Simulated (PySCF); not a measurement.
## SiP under electron impact: the energy ladder

PBE in PySCF with def2-TZVPPD on every atom, for the lowest determinant that a PBE0 search found; no spin–orbit coupling.

```csv
species,state (unpaired electrons),Re (Å),ωe (cm⁻¹),energy of the minimum from the neutral (eV),De (eV),dissociates to
SiP,doublet (π ↑),2.095,603,0.00,3.99,Si + P
SiP⁺,triplet (π ↑↑),2.248,481,8.82,3.36,Si⁺ + P
SiP⁻,singlet (closed shell),2.022,670,-2.85,5.61,Si⁻ + P
```

**Question.** Work out the lowest energy to break SiP into atoms, from its vibrational ground state.

**Answer.** D0 = De − ωe/2 = 3.99 − 0.04 = 3.95 eV (PBE/def2-TZVPPD).

**Question.** Work out the ionisation energy of the Si atom at this level and the threshold of dissociative ionisation.

**Answer.** IE(Si) = 8.82 + 3.36 − 3.99 = 8.19 eV, so Si⁺ + P + e⁻ appears at D0 + IE(Si) = 12.14 eV (PBE/def2-TZVPPD). The measured IE(Si) is 8.152 eV (NIST ASD).

**Question.** Work out the electron affinity of the Si atom and the threshold of dissociative attachment.

**Answer.** EA(Si) = 3.99 − 5.61 − (-2.85) = 1.23 eV, so Si⁻ + P needs D0 − EA(Si) = 2.72 eV (PBE/def2-TZVPPD). The measured EA(Si) is 1.39 eV.

These are thermodynamic thresholds; the onsets seen under electron impact lie higher where the geometry changes, and cross-sections peak well above them.

For an ion De counts to the pair picked by the measured ionisation energies or electron affinities, which need not be the lowest pair at this level. States were picked by a PBE0 search and need not be the measured ground states.
